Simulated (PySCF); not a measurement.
# Mg: ionisation energy

Mg [Ne] 3s2 (1S) → Mg⁺ [Ne] 3s1 (2S), as a difference of total energies. Calculation: PySCF 2.14, in aug-cc-pCVQZ-DK; scalar relativity by spin-free X2C-1e. Correlated levels: valence: [Ne] frozen; valence and next inner shell: 1s2 frozen; nothing frozen. The calculations carry no spin-orbit coupling.

```
                                method  ionisation energy (eV)  error (eV)
                                   UHF                   6.615      -1.031
                                   LDA                   7.732      +0.086
                                   PBE                   7.622      -0.024
                                  PBE0                   7.551      -0.095
                                r2SCAN                   7.382      -0.264
                                 TPSSh                   7.545      -0.101
                                 HSE06                   7.548      -0.098
                                  BLYP                   7.639      -0.007
                         MP2 (valence)                   7.282      -0.364
                     SCS-MP2 (valence)                   7.416      -0.230
    MP2 (valence and next inner shell)                   7.419      -0.227
SCS-MP2 (valence and next inner shell)                   7.522      -0.124
                   MP2 (all electrons)                   7.418      -0.228
               SCS-MP2 (all electrons)                   7.522      -0.124
```

Reference: 7.646 eV (measured; NIST Atomic Spectra Database, ionization energies).
